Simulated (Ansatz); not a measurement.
W (bcc, W type): values from a third-order Birch-Murnaghan fit to a volume scan beside measured ones. Computed values: r2SCAN (plane waves to 500 eV, PAW, scalar-relativistic; Ansatz, a first-principles code). Spin-orbit coupling is left out, though W is heavy. The PAW data are Ansatz's earlier set. W is run without spin polarisation. W was relaxed with its symmetry unable to fall.

```json
[
 {"quantity": "Lattice constant a (Å)", "reference": "3.16", "kind": "measured, corrected to the static lattice"}
]
```

References as given in: Daniel Mejia-Rodriguez, S. B. Trickey, Physical Review B (2018), arXiv:1807.09216.

**Question.** Estimate the r2SCAN values and the sign and size of each difference.

**Answer.** 
```csv
quantity,r2SCAN,difference
Lattice constant a (Å),3.170,+0.3 %
```

r2SCAN overestimates the lattice constant a by 0.3 %.

(A scan under strain: stresses follow from slopes of the energy per volume, elastic moduli from its curvatures.)
